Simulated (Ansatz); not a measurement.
Basis-set extrapolation for C₂H₅OS− (`[CH2-]S(C)=O`) (PBE0-D4/def2-TZVPD geometry, frozen core, Ansatz). Multiplicity 1, RHF reference.

|  | def2-TZVPPD | def2-QZVPPD |
| --- | --- | --- |
| HF | -551.032631 | -551.051333 |
| MP2 correlation | -0.803759 | -0.859994 |
| CCSD(T) correlation | -0.868960 | -0.920294 |

Energies in hartree. Use E(X) = E(∞) + A·exp(−7.88·√X) for Hartree–Fock and E(X) = E(∞) + B·X^(−2.97) for correlation, with X = 3 and 4.

Task: What is the CCSD(T) energy at the basis-set limit?

Result: HF limit: -551.051333 + (-0.018702) × 0.13774 = -551.05391. Correlation limit: -0.920294 + (-0.051334) × 0.74074 = -0.95832. Total: -552.01223 hartree, 290.5 kJ/mol below CCSD(T)/def2-TZVPPD.
